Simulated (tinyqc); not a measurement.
Inside a calculation (part 2 of 3). Method: UHF in the sto-3g basis, for NH3, spin multiplicity 1. Computed by tinyqc, a small Python program that keeps every step (integrals from PySCF). Command: `OMP_NUM_THREADS=1 python tinyqc.py 23077 23078 out.jsonl` (the two numbers bound the seeds that draw the settings). One thread of a shared host (Intel(R) Xeon(R) Processor @ 2.60GHz), about 0.1 s of CPU time with the checks.

Geometry (angstrom):

| atom | x | y | z |
|---|---|---|---|
| N | 0.000000 | 0.000000 | 0.497000 |
| H | 0.934000 | 0.000000 | 0.000000 |
| H | -0.467000 | 0.809000 | 0.000000 |
| H | -0.467000 | -0.809000 | 0.000000 |

## Iteration 1: diagonalisation and new density

F(alpha) (hartree), lower triangle:
```
             1N 1s      1N 2s     1N 2px     1N 2py     1N 2pz      2H 1s      3H 1s      4H 1s
1N 1s   -14.896666
1N 2s    -3.826911  -1.695598
1N 2px   -0.000186  -0.002186  -0.179893
1N 2py    0.000293   0.027919   0.001819  -0.182036
1N 2pz    0.027655   0.169181   0.000532   0.055496  -0.164836
2H 1s    -0.866277  -0.776609  -0.374586   0.002469   0.235049  -0.434085
3H 1s    -0.865123  -0.778623   0.185360  -0.317734   0.207661  -0.318727  -0.419046
4H 1s    -0.866777  -0.769593   0.185118   0.322250   0.260327  -0.323051  -0.318273  -0.436557
```

F(beta) (hartree), lower triangle:
```
             1N 1s      1N 2s     1N 2px     1N 2py     1N 2pz      2H 1s      3H 1s      4H 1s
1N 1s   -14.896666
1N 2s    -3.826911  -1.695598
1N 2px   -0.000186  -0.002186  -0.179893
1N 2py   -0.000293  -0.027919  -0.001819  -0.182036
1N 2pz    0.027655   0.169181   0.000532  -0.055496  -0.164836
2H 1s    -0.866277  -0.776609  -0.374586  -0.002469   0.235049  -0.434085
3H 1s    -0.866777  -0.769593   0.185118  -0.322250   0.260327  -0.323051  -0.436557
4H 1s    -0.865123  -0.778623   0.185360   0.317734   0.207661  -0.318727  -0.318273  -0.419046
```

X, lower triangle:
```
            1N 1s      1N 2s     1N 2px     1N 2py    1N 2pz      2H 1s      3H 1s     4H 1s
1N 1s    1.024980
1N 2s   -0.152385   1.351706
1N 2px  -0.000002   0.000037   1.120002
1N 2py   0.000000   0.000000   0.000000   1.120001
1N 2pz   0.012734  -0.137837  -0.000018   0.000000  1.057558
2H 1s    0.022085  -0.291984  -0.271631   0.000000  0.122325   1.222014
3H 1s    0.022084  -0.291916   0.135785  -0.235212  0.122289  -0.055211   1.221942
4H 1s    0.022084  -0.291916   0.135785   0.235212  0.122289  -0.055211  -0.055191  1.221942
```

Diagonalise F' = X^T F X, C = X C', fill 5 alpha and 5 beta electrons from the bottom; D(s) = C_occ C_occ^T. Each column has its largest component positive (the first on a tie).

F' = X^T F X (alpha) (hartree), lower triangle:
```
            1          2          3          4          5          6          7         8
1  -14.597231
2   -2.082848  -0.545775
3    0.000046  -0.001750   0.102746
4   -0.004142   0.034087   0.001870   0.096725
5    0.051071  -0.070951   0.000282   0.074558  -0.049992
6   -0.117979  -0.441390  -0.482486   0.000914   0.200972   0.088790
7   -0.115399  -0.454990   0.241311  -0.412176   0.154482  -0.097060   0.100113
8   -0.120535  -0.427037   0.240358   0.412349   0.246790  -0.097244  -0.092914  0.085476
```

orbital energies (alpha) (hartree): MO1 -14.906212, MO2 -0.936285, MO3 -0.446452, MO4 -0.443933, MO5 -0.156692, MO6 0.690196, MO7 0.737629, MO8 0.742599

coefficients C (alpha):
```
              MO1        MO2        MO3        MO4        MO5        MO6        MO7        MO8
1N 1s    0.992707  -0.199915   0.001598   0.001353  -0.111747  -0.189294   0.022091   0.034445
1N 2s    0.034429   0.628618  -0.006436  -0.011173   0.514066   1.177777  -0.144583  -0.237017
1N 2px   0.000016   0.003230   0.589565  -0.069599   0.000116   0.060787   0.961926  -0.289181
1N 2py  -0.000024  -0.012951   0.065225   0.595255  -0.090873   0.271054   0.263979   0.924602
1N 2pz  -0.006236  -0.169824  -0.002872  -0.042947   0.852073  -0.591859   0.111852   0.250790
2H 1s   -0.007158   0.215540   0.508460  -0.046782  -0.108554  -0.707449  -0.819326   0.427915
3H 1s   -0.007215   0.203366  -0.202316   0.470623   0.009823  -0.845768   0.326710  -0.740046
4H 1s   -0.007104   0.216150  -0.305410  -0.398007  -0.224723  -0.402475   0.753408   0.771420
```

F' = X^T F X (beta) (hartree), lower triangle:
```
            1          2          3          4          5          6          7         8
1  -14.597231
2   -2.082848  -0.545775
3    0.000046  -0.001750   0.102746
4    0.004142  -0.034087  -0.001870   0.096725
5    0.051071  -0.070951   0.000282  -0.074558  -0.049992
6   -0.117979  -0.441390  -0.482486  -0.000914   0.200972   0.088790
7   -0.120535  -0.427037   0.240358  -0.412349   0.246790  -0.097244   0.085476
8   -0.115399  -0.454990   0.241311   0.412176   0.154482  -0.097060  -0.092914  0.100113
```

orbital energies (beta) (hartree): MO1 -14.906212, MO2 -0.936285, MO3 -0.446452, MO4 -0.443933, MO5 -0.156692, MO6 0.690196, MO7 0.737629, MO8 0.742599

coefficients C (beta):
```
              MO1        MO2        MO3        MO4        MO5        MO6        MO7        MO8
1N 1s    0.992707  -0.199915   0.001598  -0.001353  -0.111747  -0.189294   0.022091  -0.034445
1N 2s    0.034429   0.628618  -0.006436   0.011173   0.514066   1.177777  -0.144583   0.237017
1N 2px   0.000016   0.003230   0.589565   0.069599   0.000116   0.060787   0.961926   0.289181
1N 2py   0.000024   0.012951  -0.065225   0.595255   0.090873  -0.271054  -0.263979   0.924602
1N 2pz  -0.006236  -0.169824  -0.002872   0.042947   0.852073  -0.591859   0.111852  -0.250790
2H 1s   -0.007158   0.215540   0.508460   0.046782  -0.108554  -0.707449  -0.819326  -0.427915
3H 1s   -0.007104   0.216150  -0.305410   0.398007  -0.224723  -0.402475   0.753408  -0.771420
4H 1s   -0.007215   0.203366  -0.202316  -0.470623   0.009823  -0.845768   0.326710   0.740046
```

D(alpha) after iteration 1, lower triangle:
```
            1N 1s      1N 2s     1N 2px     1N 2py     1N 2pz      2H 1s      3H 1s     4H 1s
1N 1s    1.037924
1N 2s   -0.148963   0.660776
1N 2px   0.000205  -0.000926   0.352441
1N 2py   0.013630  -0.061928  -0.003027   0.367008
1N 2pz  -0.067519   0.331551   0.000847  -0.100982   0.756759
2H 1s   -0.037316   0.076692   0.303710   0.012391  -0.128506   0.319013
3H 1s   -0.048603   0.128685  -0.151375   0.263418  -0.045752  -0.082067   0.303924
4H 1s   -0.026179   0.026521  -0.151686  -0.239214  -0.210174  -0.065635  -0.083721  0.348957
```

D(beta) after iteration 1, lower triangle:
```
            1N 1s      1N 2s     1N 2px     1N 2py     1N 2pz      2H 1s      3H 1s     4H 1s
1N 1s    1.037924
1N 2s   -0.148963   0.660776
1N 2px   0.000205  -0.000926   0.352441
1N 2py  -0.013630   0.061928   0.003027   0.367008
1N 2pz  -0.067519   0.331551   0.000847   0.100982   0.756759
2H 1s   -0.037316   0.076692   0.303710  -0.012391  -0.128506   0.319013
3H 1s   -0.026179   0.026521  -0.151686   0.239214  -0.210174  -0.065635   0.348957
4H 1s   -0.048603   0.128685  -0.151375  -0.263418  -0.045752  -0.082067  -0.083721  0.303924
```

## Iteration 2: building the Fock matrix

core Hamiltonian H = T + V (hartree), lower triangle:
```
             1N 1s      1N 2s     1N 2px     1N 2py     1N 2pz      2H 1s      3H 1s      4H 1s
1N 1s   -25.695617
1N 2s    -5.914015  -7.732269
1N 2px   -0.000004  -0.000037  -6.404218
1N 2py    0.000000   0.000000   0.000000  -6.404227
1N 2pz    0.020421   0.239015   0.000019   0.000000  -6.343898
2H 1s    -1.329180  -3.105172  -2.103210   0.000000   1.192109  -4.534716
3H 1s    -1.328862  -3.104676   1.051368  -1.821346   1.191860  -1.242159  -4.534385
4H 1s    -1.328862  -3.104676   1.051368   1.821346   1.191860  -1.242159  -1.241794  -4.534385
```

nuclear repulsion = 11.48409281 hartree

Given earlier and not repeated: Two-electron integrals (ij|kl) in chemists' order.

J_ij = sum D_kl (ij|kl) with D = D(alpha) + D(beta), K_ij = sum D_kl (ik|jl) for each spin; F = H + J - K(s); E = tr D H + tr D J / 2 - 0.5 sum_s tr D(s) K(s) + E_nn.

Coulomb J (hartree), lower triangle:
```
            1N 1s      1N 2s     1N 2px     1N 2py     1N 2pz     2H 1s     3H 1s     4H 1s
1N 1s   14.539732
1N 2s    2.706522   6.859361
1N 2px  -0.000039  -0.000309   6.846905
1N 2py   0.000000   0.000000   0.000000   6.848303
1N 2pz   0.004077  -0.069045   0.000172   0.000000   6.861921
2H 1s    0.606730   2.758358   2.055309   0.000000  -1.122980  4.656440
3H 1s    0.606593   2.758433  -1.027874   1.780611  -1.123055  1.107678  4.658623
4H 1s    0.606593   2.758433  -1.027874  -1.780611  -1.123055  1.107678  1.107491  4.658623
```

exchange K(alpha) (hartree), lower triangle:
```
            1N 1s      1N 2s     1N 2px     1N 2py     1N 2pz     2H 1s     3H 1s     4H 1s
1N 1s    4.227827
1N 2s    0.703882   1.052388
1N 2px   0.000044  -0.000241   0.746211
1N 2py  -0.000590  -0.025806  -0.002805   0.750152
1N 2pz  -0.003593   0.049547   0.000332  -0.046497   0.889125
2H 1s    0.163913   0.490482   0.373735  -0.001180  -0.190336  0.637820
3H 1s    0.163608   0.491654  -0.186724   0.321589  -0.180032  0.189681  0.628484
4H 1s    0.164072   0.489209  -0.187221  -0.324820  -0.200565  0.192508  0.190608  0.648621
```

exchange K(beta) (hartree), lower triangle:
```
            1N 1s      1N 2s     1N 2px     1N 2py     1N 2pz     2H 1s     3H 1s     4H 1s
1N 1s    4.227827
1N 2s    0.703882   1.052388
1N 2px   0.000044  -0.000241   0.746211
1N 2py   0.000590   0.025806   0.002805   0.750152
1N 2pz  -0.003593   0.049547   0.000332   0.046497   0.889125
2H 1s    0.163913   0.490482   0.373735   0.001180  -0.190336  0.637820
3H 1s    0.164072   0.489209  -0.187221   0.324820  -0.200565  0.192508  0.648621
4H 1s    0.163608   0.491654  -0.186724  -0.321589  -0.180032  0.189681  0.190608  0.628484
```

F(alpha) (hartree), lower triangle:
```
             1N 1s      1N 2s     1N 2px     1N 2py     1N 2pz      2H 1s      3H 1s      4H 1s
1N 1s   -15.383711
1N 2s    -3.911375  -1.925296
1N 2px   -0.000087  -0.000105  -0.303524
1N 2py    0.000590   0.025806   0.002805  -0.306077
1N 2pz    0.028092   0.120423  -0.000140   0.046497  -0.371102
2H 1s    -0.886363  -0.837296  -0.421635   0.001180   0.259465  -0.516096
3H 1s    -0.885877  -0.837897   0.210218  -0.362325   0.248836  -0.324162  -0.504246
4H 1s    -0.886341  -0.835452   0.210715   0.365556   0.269370  -0.326989  -0.324911  -0.524383
```

F(beta) (hartree), lower triangle:
```
             1N 1s      1N 2s     1N 2px     1N 2py     1N 2pz      2H 1s      3H 1s      4H 1s
1N 1s   -15.383711
1N 2s    -3.911375  -1.925296
1N 2px   -0.000087  -0.000105  -0.303524
1N 2py   -0.000590  -0.025806  -0.002805  -0.306077
1N 2pz    0.028092   0.120423  -0.000140  -0.046497  -0.371102
2H 1s    -0.886363  -0.837296  -0.421635  -0.001180   0.259465  -0.516096
3H 1s    -0.886341  -0.835452   0.210715  -0.365556   0.269370  -0.326989  -0.524383
4H 1s    -0.885877  -0.837897   0.210218   0.362325   0.248836  -0.324162  -0.324911  -0.504246
```

total energy of this density = -55.42523865 hartree

## Iteration 2: DIIS over 2 matrices

error matrix X^T (FDS - SDF) X (alpha):
```
           1          2          3          4          5          6          7          8
1   0.000000  -0.018854  -0.000081  -0.004366   0.016280   0.019185   0.022770   0.015500
2   0.018854   0.000000  -0.000011   0.016869  -0.033002  -0.048313  -0.063403  -0.032950
3   0.000081   0.000011   0.000000   0.000012  -0.000004  -0.010510   0.006043   0.003610
4   0.004366  -0.016869  -0.000012   0.000000  -0.030145   0.003172  -0.006749   0.008941
5  -0.016280   0.033002   0.000004   0.030145   0.000000   0.009217  -0.014676   0.031274
6  -0.019185   0.048313   0.010510  -0.003172  -0.009217   0.000000   0.002675  -0.002708
7  -0.022770   0.063403  -0.006043   0.006749   0.014676  -0.002675   0.000000  -0.005450
8  -0.015500   0.032950  -0.003610  -0.008941  -0.031274   0.002708   0.005450   0.000000
```

B (overlaps of the stored error matrices):
```
               1              2
1  7.8370376e-01  5.1206778e-02
2  5.1206778e-02  5.2426857e-02
```

Minimise |sum c_i e_i|^2 with sum c_i = 1: solve [B -1; -1 0][c; lambda] = [0; -1] with B_ij = tr e_i^T e_j summed over both spins, and take F = sum c_i F_i.

DIIS coefficients: 0.001663  0.998337

extrapolated F(alpha) (hartree), lower triangle:
```
             1N 1s      1N 2s     1N 2px     1N 2py     1N 2pz      2H 1s      3H 1s      4H 1s
1N 1s   -15.382901
1N 2s    -3.911235  -1.924914
1N 2px   -0.000087  -0.000108  -0.303319
1N 2py    0.000589   0.025810   0.002803  -0.305870
1N 2pz    0.028091   0.120504  -0.000139   0.046512  -0.370759
2H 1s    -0.886329  -0.837196  -0.421556   0.001182   0.259424  -0.515960
3H 1s    -0.885843  -0.837799   0.210176  -0.362251   0.248768  -0.324152  -0.504105
4H 1s    -0.886309  -0.835343   0.210672   0.365483   0.269355  -0.326982  -0.324900  -0.524237
```

extrapolated F(beta) (hartree), lower triangle:
```
             1N 1s      1N 2s     1N 2px     1N 2py     1N 2pz      2H 1s      3H 1s      4H 1s
1N 1s   -15.382901
1N 2s    -3.911235  -1.924914
1N 2px   -0.000087  -0.000108  -0.303319
1N 2py   -0.000589  -0.025810  -0.002803  -0.305870
1N 2pz    0.028091   0.120504  -0.000139  -0.046512  -0.370759
2H 1s    -0.886329  -0.837196  -0.421556  -0.001182   0.259424  -0.515960
3H 1s    -0.886309  -0.835343   0.210672  -0.365483   0.269355  -0.326982  -0.524237
4H 1s    -0.885843  -0.837799   0.210176   0.362251   0.248768  -0.324152  -0.324900  -0.504105
```

## Iteration 2: diagonalisation and new density

As before.

F' = X^T F X (alpha) (hartree), lower triangle:
```
            1          2          3          4          5          6          7         8
1  -15.088460
2   -2.074214  -0.804452
3   -0.000100   0.000163  -0.016960
4   -0.003214   0.032056   0.003317  -0.021202
5    0.055142  -0.121879  -0.000311   0.056100  -0.249184
6   -0.125924  -0.442343  -0.491382  -0.001651   0.214362   0.017713
7   -0.124557  -0.453162   0.245667  -0.425176   0.191300  -0.076460   0.030941
8   -0.127199  -0.431148   0.245399   0.421423   0.236803  -0.077967  -0.075974  0.006432
```

orbital energies (alpha) (hartree): MO1 -15.390587, MO2 -1.091618, MO3 -0.567605, MO4 -0.564747, MO5 -0.395115, MO6 0.597837, MO7 0.641204, MO8 0.645457

coefficients C (alpha):
```
              MO1        MO2        MO3        MO4        MO5        MO6        MO7        MO8
1N 1s    0.993544  -0.215814   0.007963  -0.002232  -0.100788  -0.177260  -0.006239   0.006211
1N 2s    0.030524   0.729916  -0.043944   0.012535   0.496941   1.157746   0.029863  -0.031634
1N 2px   0.000006   0.000260   0.170781   0.579401  -0.001313   0.004902   0.646350   0.763150
1N 2py  -0.000082  -0.016462   0.580781  -0.179312   0.010259  -0.007269   0.764307  -0.641091
1N 2pz  -0.005584  -0.141712  -0.108579   0.034532   0.843183  -0.659947   0.042737  -0.032457
2H 1s   -0.006221   0.166706   0.166130   0.473620  -0.140397  -0.685909  -0.620456  -0.720425
3H 1s   -0.006203   0.161671   0.349661  -0.363806  -0.028837  -0.677407  -0.329729   0.907981
4H 1s   -0.006237   0.169436  -0.462701  -0.125752  -0.250396  -0.682171   0.928592  -0.157049
```

F' = X^T F X (beta) (hartree), lower triangle:
```
            1          2          3          4          5          6          7         8
1  -15.088460
2   -2.074214  -0.804452
3   -0.000100   0.000163  -0.016960
4    0.003214  -0.032056  -0.003317  -0.021202
5    0.055142  -0.121879  -0.000311  -0.056100  -0.249184
6   -0.125924  -0.442343  -0.491382   0.001651   0.214362   0.017713
7   -0.127199  -0.431148   0.245399  -0.421423   0.236803  -0.077967   0.006432
8   -0.124557  -0.453162   0.245667   0.425176   0.191300  -0.076460  -0.075974  0.030941
```

orbital energies (beta) (hartree): MO1 -15.390587, MO2 -1.091618, MO3 -0.567605, MO4 -0.564747, MO5 -0.395115, MO6 0.597837, MO7 0.641204, MO8 0.645457

coefficients C (beta):
```
              MO1        MO2        MO3        MO4        MO5        MO6        MO7        MO8
1N 1s    0.993544  -0.215814  -0.007963  -0.002232  -0.100788  -0.177260  -0.006239   0.006211
1N 2s    0.030524   0.729916   0.043944   0.012535   0.496941   1.157746   0.029863  -0.031634
1N 2px   0.000006   0.000260  -0.170781   0.579401  -0.001313   0.004902   0.646350   0.763150
1N 2py   0.000082   0.016462   0.580781   0.179312  -0.010259   0.007269  -0.764307   0.641091
1N 2pz  -0.005584  -0.141712   0.108579   0.034532   0.843183  -0.659947   0.042737  -0.032457
2H 1s   -0.006221   0.166706  -0.166130   0.473620  -0.140397  -0.685909  -0.620456  -0.720425
3H 1s   -0.006237   0.169436   0.462701  -0.125752  -0.250396  -0.682171   0.928592  -0.157049
4H 1s   -0.006203   0.161671  -0.349661  -0.363806  -0.028837  -0.677407  -0.329729   0.907981
```

D(alpha) after iteration 2, lower triangle:
```
            1N 1s      1N 2s     1N 2px     1N 2py     1N 2pz      2H 1s      3H 1s     4H 1s
1N 1s    1.043932
1N 2s   -0.177662   0.782748
1N 2px   0.000149  -0.000704   0.364873
1N 2py   0.007462  -0.034690  -0.004725   0.369836
1N 2pz  -0.060888   0.320608   0.000321  -0.058269   0.744053
2H 1s   -0.027742   0.050359   0.303016   0.007375  -0.143653   0.299456
3H 1s   -0.034551   0.083560  -0.150994   0.265355  -0.097720  -0.083178   0.281625
4H 1s   -0.020930   0.017808  -0.151508  -0.251537  -0.189209  -0.072987  -0.081387  0.321351
```

D(beta) after iteration 2, lower triangle:
```
            1N 1s      1N 2s     1N 2px     1N 2py     1N 2pz      2H 1s      3H 1s     4H 1s
1N 1s    1.043932
1N 2s   -0.177662   0.782748
1N 2px   0.000149  -0.000704   0.364873
1N 2py  -0.007462   0.034690   0.004725   0.369836
1N 2pz  -0.060888   0.320608   0.000321   0.058269   0.744053
2H 1s   -0.027742   0.050359   0.303016  -0.007375  -0.143653   0.299456
3H 1s   -0.020930   0.017808  -0.151508   0.251537  -0.189209  -0.072987   0.321351
4H 1s   -0.034551   0.083560  -0.150994  -0.265355  -0.097720  -0.083178  -0.081387  0.281625
```
